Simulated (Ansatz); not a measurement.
Worked example: correlation energy of S$_{2}$, triplet

Geometry: MP2(full)/6-31G*, from the G2/97 set.

| atom | x (Å) | y (Å) | z (Å) |
| --- | --- | --- | --- |
| S | 0.0000 | 0.0000 | 0.0000 |
| S | 0.0000 | 0.0000 | 1.9202 |

Basis STO-3G; Ansatz 0.2.0. Correlated methods freeze the noble-gas cores, which leaves 12 electrons in 8 orbitals. R marks a restricted (for open shells ROHF) determinant, U an unrestricted one.

Full CI is exact within this basis and frozen core; it isn't the basis-set limit. The frozen core follows each run's orbitals, which can shift R against U totals by a few meV.

The cluster runs stand on a determinant 0.15 eV above the lowest UHF solution, chosen by trial CCSD; the correlation energy below is counted from it.

Runs differ by some tens of microhartree through their thresholds and, for an open shell, their frozen cores, so steps under 0.1 kcal/mol mean nothing.

| level | total energy (hartree) |
| --- | --- |
| UHF determinant under the cluster runs | -786.318915 |
| UMP2 | -786.381523 |
| UCCSD* | -786.390296 |
| UCCSD(T)* | -786.390837 |
| UCCSDT* | -786.390998 |
| UCCSDT(Q)* | -786.391626 |
| UCCSDTQ* | -786.392023 |
| full CI | -786.392014 |

What is the correlation energy at full CI, and what share of it do UMP2 and UCCSD(T) recover?

E(corr) = -786.392014 − (-786.318915) = -0.073099 hartree = -1.989 eV. UMP2: -0.062608 / -0.073099 = 85.65 %. UCCSD(T): -0.071922 / -0.073099 = 98.39 %.

By how many kcal/mol does UCCSD(T) miss full CI (1 hartree = 627.509 kcal/mol), and which steps make up the rest?

-786.390837 − (-786.392014) = 0.001177 hartree = 0.74 kcal/mol. Steps: UCCSDT − UCCSD(T) = -0.10, UCCSDT(Q) − UCCSDT = -0.39, UCCSDTQ − UCCSDT(Q) = -0.25, full CI − UCCSDTQ = 0.01 kcal/mol. That is within 1 kcal/mol of the reference in this basis, which itself misses far more of the correlation at the basis-set limit.

An asterisk marks runs whose energy the program itself flagged as in doubt.
